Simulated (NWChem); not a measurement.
**CH3NSi (Si(CN)H3) at 6 levels**

We compute a comparison of 6 runs (HF/3-21G, HF/def2-SVP, BP86/6-31G**, r2SCAN/6-31G**, B3LYP/6-31G*, B2PLYP/6-31+G*) of CH3NSi (Si(CN)H3). 

Program for the calculation: NWChem 7.3.0.

## 1. The system as given

The species is CH3NSi (6 atoms), meant as a singlet with charge 0. As SMILES, `[H][Si]([H])([H])C#N`. Geometry: relaxed at GFN2-xTB.

Bond lengths: Si1–C2 1.866 Å, C2–N3 1.145 Å, Si1–H4 1.462 Å, Si1–H5 1.461 Å, Si1–H6 1.462 Å. Angles: Si1–C2–N3 179.6°, C2–Si1–H4 106.2°, C2–Si1–H5 106.3°, C2–Si1–H6 106.3°, H4–Si1–H5 112.5°, H4–Si1–H6 112.5°, H5–Si1–H6 112.4°.

## 2. Energy and gradient at HF/3-21G (run 1)

Input file input.nw:

```
start input
memory stack 880 mb heap 220 mb global 1100 mb

geometry units au noautosym nocenter noautoz
  Si    -0.01116828     0.01003445    -1.14861333
  C      0.01375721    -0.01848152     2.37676524
  N      0.04493769    -0.03987322     4.54063393
  H      2.63618684     0.03110489    -1.93687479
  H     -1.35260927     2.30302813    -1.89719054
  H     -1.33110418    -2.28581272    -1.93470161
end

basis spherical bse
  * library 3-21G
end

scf
  thresh 1e-08
  maxiter 80
  print low
end

task scf gradient
```

Run with:

```sh
$ nwchem input.nw > input.out
```

The log of the run:

```text
[...]
  functions       =    37
[...]
  wavefunction    = RHF
[...]
         Total SCF energy =   -380.924104168631
      One-electron energy =   -689.204962453305
      Two-electron energy =    225.393020204981
 Nuclear repulsion energy =     82.887838079693
        Time for solution =      0.6s
[...]
                         RHF ENERGY GRADIENTS
    atom               coordinates                        gradient
                 x          y          z           x          y          z
   1 Si     -0.011168   0.010034  -1.148613   -0.000058   0.000376  -0.008661
   2 C       0.013757  -0.018482   2.376765   -0.000602   0.000261  -0.012058
   3 N       0.044938  -0.039873   4.540634    0.000426  -0.000157   0.007484
   4 H       2.636187   0.031105  -1.936875   -0.005336  -0.000018   0.004458
   5 H      -1.352609   2.303028  -1.897191    0.002958  -0.005110   0.004424
   6 H      -1.331104  -2.285813  -1.934702    0.002612   0.004648   0.004353
 Task  times  cpu:        0.8s     wall:        0.8s
 Total times  cpu:        0.8s     wall:        0.8s
```

Wall time 1.3 s (1 thread of Intel Xeon 6975P-C (Granite Rapids), shared host); peak memory 0.094 GiB.

## 3. Energy and gradient at HF/def2-SVP (run 2)

Input file ch3nsi.nw:

```
start ch3nsi
title "Si(CN)H3"
memory total 2200 mb
geometry units angstroms noautosym nocenter noautoz
Si      -0.005910       0.005310      -0.607820
C        0.007280      -0.009780       1.257730
N        0.023780      -0.021100       2.402800
H        1.395010       0.016460      -1.024950
H       -0.715770       1.218710      -1.003950
H       -0.704390      -1.209600      -1.023800
end
basis spherical bse
* library def2-SVP
end
scf
thresh 1e-08
maxiter 80
print low
end
task scf gradient
```

Run with:

```sh
$ nwchem ch3nsi.nw > ch3nsi.out
```

The log of the run:

```text
[...]
  functions       =    61
[...]
  wavefunction    = RHF
[...]
         Total SCF energy =   -382.824784211112
      One-electron energy =   -691.598644529357
      Two-electron energy =    225.886016324606
 Nuclear repulsion energy =     82.887843993638
        Time for solution =      2.3s
[...]
                         RHF ENERGY GRADIENTS
    atom               coordinates                        gradient
                 x          y          z           x          y          z
   1 Si     -0.011168   0.010034  -1.148613   -0.000130   0.000372  -0.004493
   2 C       0.013757  -0.018482   2.376765   -0.000666   0.000402  -0.031876
   3 N       0.044938  -0.039873   4.540634    0.000562  -0.000306   0.025776
   4 H       2.636187   0.031105  -1.936875   -0.003700  -0.000002   0.003570
   5 H      -1.352609   2.303028  -1.897190    0.002136  -0.003701   0.003559
   6 H      -1.331104  -2.285813  -1.934701    0.001798   0.003235   0.003465
 Task  times  cpu:        3.2s     wall:        3.2s
 Total times  cpu:        3.2s     wall:        3.2s
```

Run time: 3.9 s. Hardware: 1 thread of Intel Xeon 6975P-C (Granite Rapids), shared host; peak memory 0.099 GiB.

Runs 3 to 4 aren't shown in full; the table further down has their settings and results.

## 4. Energy and forces at B3LYP/6-31G(d) (Cartesian functions) (run 5)

Input file ch3nsi.nw:

```
start ch3nsi
title "CH3NSi"
memory 2200 mb

geometry units angstroms noautosym nocenter noautoz
  Si   -0.005910    0.005310   -0.607820
  C     0.007280   -0.009780    1.257730
  N     0.023780   -0.021100    2.402800
  H     1.395010    0.016460   -1.024950
  H    -0.715770    1.218710   -1.003950
  H    -0.704390   -1.209600   -1.023800
end

basis "ao basis"
  * library 6-31G*
end

dft
  xc b3lyp
  grid xfine
  convergence energy 1e-08
  iterations 100
  mulliken
  noprint "final vectors analysis"
end

task dft gradient
```

Run with:

```sh
$ nwchem ch3nsi.nw > ch3nsi.out
```

The log of the run:

```text
[...]
          Wavefunction type:  closed shell.
          No. of atoms     :     6
          No. of electrons :    30
[...]
          Charge           :     0
          Spin multiplicity:     1
[...]
          AO basis - number of functions:    55
[...]
              XC Information
              --------------
                         B3LYP Method XC Potential
                     Hartree-Fock (Exact) Exchange  0.200
                        Slater Exchange Functional  0.800 local
                    Becke 1988 Exchange Functional  0.720 non-local
              Lee-Yang-Parr Correlation Functional  0.810
                  VWN I RPA Correlation Functional  0.190 local
[...]
 d= 0,ls=0.0,diis     1   -384.0605977427 -4.67D+02  2.17D-02  5.91D-01     1.1
[...]
 d= 0,ls=0.0,diis    10   -384.1352962025 -5.18D-09  1.85D-07  6.91D-11     9.4
         Total DFT energy =     -384.135296202473
      One electron energy =     -692.389248196235
           Coulomb energy =      259.684401363473
    Exchange-Corr. energy =      -34.318293363350
 Nuclear repulsion energy =       82.887843993638
[...]
      Total Density - Mulliken Population Analysis
     ---------------------------------------------
    Atom       Charge   Shell Charges
 -----------   ------   -------------------------------------------------------
    1 Si  14    13.65   2.00  1.99  5.96  1.05  1.98  0.21  0.31  0.15
    2 C    6     5.92   1.99  0.73  1.98  0.57  0.65 -0.00
    3 N    7     7.32   1.99  0.85  2.26  1.06  1.17 -0.02
    4 H    1     1.04   0.51  0.52
    5 H    1     1.04   0.51  0.52
    6 H    1     1.04   0.51  0.52
[...]
  wavefunction    = closed shell
                         DFT ENERGY GRADIENTS
    atom               coordinates                        gradient
                 x          y          z           x          y          z
   1 Si     -0.011168   0.010034  -1.148613   -0.000211   0.000459  -0.015159
   2 C       0.013757  -0.018482   2.376765    0.000435  -0.000376   0.047206
   3 N       0.044938  -0.039873   4.540634   -0.000471   0.000396  -0.044712
   4 H       2.636187   0.031105  -1.936875   -0.005979  -0.000029   0.004268
   5 H      -1.352609   2.303028  -1.897190    0.003282  -0.005652   0.004226
   6 H      -1.331104  -2.285813  -1.934701    0.002944   0.005202   0.004170
[...]
```

It took 12 s on 1 thread of Intel Xeon 6975P-C (Granite Rapids), shared host; peak memory 0.13 GiB.

## 5. A single-point energy at B2PLYP/6-31+G(d) (spherical functions) (run 6)

Input file a.nw:

```
start a
memory total 2200 mb
charge 0
geometry noautosym nocenter noautoz
  Si    -0.005910     0.005310    -0.607820
  C      0.007280    -0.009780     1.257730
  N      0.023780    -0.021100     2.402800
  H      1.395010     0.016460    -1.024950
  H     -0.715770     1.218710    -1.003950
  H     -0.704390    -1.209600    -1.023800
end
basis "ao basis" spherical bse
  * library 6-31+G*
end
dft
  xc hfexch 0.53 becke88 0.47 lyp 0.73 mp2 0.27
  dftmp2 semidirect
  grid xfine
  convergence energy 1e-08
  iterations 100
  mulliken
end
mp2
  freeze core 7
end
task dft
```

Run with:

```sh
$ nwchem a.nw > a.out
```

The log of the run:

```text
[...]
          Wavefunction type:  closed shell.
          No. of atoms     :     6
          No. of electrons :    30
[...]
          Charge           :     0
          Spin multiplicity:     1
[...]
          AO basis - number of functions:    64
[...]
              XC Information
              --------------
                     Hartree-Fock (Exact) Exchange  0.530
                    Becke 1988 Exchange Functional  0.470
              Lee-Yang-Parr Correlation Functional  0.730
[...]
 d= 0,ls=0.0,diis     1   -383.7002429697 -4.67D+02  1.53D-02  4.22D-01     1.5
[...]
 d= 0,ls=0.0,diis     8   -383.7696723564  8.24D-09  3.56D-06  1.88D-07     9.7
         Total DFT energy =     -383.769672356404
      One electron energy =     -692.086912558645
           Coulomb energy =      259.392968310893
    Exchange-Corr. energy =      -33.963572102290
 Nuclear repulsion energy =       82.887843993638
[...]
      Total Density - Mulliken Population Analysis
     ---------------------------------------------
    Atom       Charge   Shell Charges
 -----------   ------   -------------------------------------------------------
    1 Si  14    13.36   2.00  2.00  5.97  0.99  1.95  0.16  0.07 -0.01  0.04  0.18
    2 C    6     6.22   2.00  0.71  1.95  0.62  0.67  0.17  0.07  0.04
    3 N    7     7.21   2.00  0.85  2.24  1.01  1.07  0.00  0.00  0.04
    4 H    1     1.07   0.51  0.56
    5 H    1     1.07   0.51  0.56
    6 H    1     1.07   0.51  0.56
[...]
  Basis functions       =     64
[...]
```

Wall time 11 s (1 thread of Intel Xeon 6975P-C (Granite Rapids), shared host); peak memory 0.15 GiB.

## 6. The series

| run | level | iteration cap | module | energy (Eh) | largest force (eV/Å) | wall time |
| --- | --- | --- | --- | --- | --- | --- |
| 1 | HF/3-21G | 80 | scf | -380.924104 | 0.621 | 1.3 s |
| 2 | HF/def2-SVP | 80 | scf | -382.824784 | 1.640 | 3.9 s |
| 3 | BP86/6-31G** (spherical functions) | 100 | dft | -384.133726 | 3.869 | 15 s |
| 4 | r2SCAN/6-31G** (spherical functions) | 100 | dft | -384.026461 | 3.034 | 19 s |
| 5 | B3LYP/6-31G* (Cartesian functions) | 100 | dft | -384.135296 | 2.428 | 12 s |
| 6 | B2PLYP/6-31+G* (spherical functions) | 100 | dft | -383.890765 | – | 11 s |

## 7. Results

| quantity | value |
| --- | --- |
| run 6: total energy | -383.89076 Eh |
| run 6: dipole moment (SCF part) | 3.89 D |
| run 6: HOMO energy (SCF part's orbitals) | -10.98 eV |
| run 6: LUMO energy (SCF part's orbitals) | 0.41 eV |
| run 6: HOMO–LUMO gap (SCF part's orbitals) | 11.39 eV |

**Reading.** Totals of different functionals can't be ranked against each other. All runs together took 63 s, the longest 19 s.
